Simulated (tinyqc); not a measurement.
Worked calculation: Hueckel theory of the pi electrons with the omega technique, for the molecule c1cc[cH-]c1 (SMILES; centres numbered as the heavy atoms are written). One step of it, computed by the program tinyqc.

Task: Energy, charges, bond orders. E = sum n x; q_r = z_r - P_rr; bond order p = P_rs; free valence = sqrt(3) - sum of p over the bonds of the atom.

final x values: 1.720001  0.338035  0.338035  -1.898033  -1.898033

occupations: 2.000000  2.000000  2.000000  0.000000  0.000000

final P:
```
           1C         2C         3C         4C         5C
1C   1.200000   0.647214  -0.247214  -0.247214   0.647214
2C   0.647214   1.200000   0.647214  -0.247214  -0.247214
3C  -0.247214   0.647214   1.200000   0.647214  -0.247214
4C  -0.247214  -0.247214   0.647214   1.200000   0.647214
5C   0.647214  -0.247214  -0.247214   0.647214   1.200000
```

Centres:
```
centre  z_r, pi electrons of the neutral centre         h
1C                                            1  0.000000
2C                                            1  0.000000
3C                                            1  0.000000
4C                                            1  0.000000
5C                                            1  0.000000
```

Bonds:
```
i  j  k
1  2  1
2  3  1
3  4  1
4  5  1
5  1  1
```

Give: pi energy = 6 alpha + this times beta; pi charges; Bond orders and lengths from R = 1.517 - 0.180 p; free valence of the carbons; gap between the highest filled and the next level.

Result:

pi energy = 6 alpha + this times beta = 4.7921

pi charges: 1C -0.2000, 2C -0.2000, 3C -0.2000, 4C -0.2000, 5C -0.2000

Bond orders and lengths from R = 1.517 - 0.180 p (angstrom, C-C alone):
```
bond       p       R
1-2   0.6472  1.4005
2-3   0.6472  1.4005
3-4   0.6472  1.4005
4-5   0.6472  1.4005
5-1   0.6472  1.4005
```

free valence of the carbons: 1C 0.4376, 2C 0.4376, 3C 0.4376, 4C 0.4376, 5C 0.4376

gap between the highest filled and the next level = 2.2361 |beta|
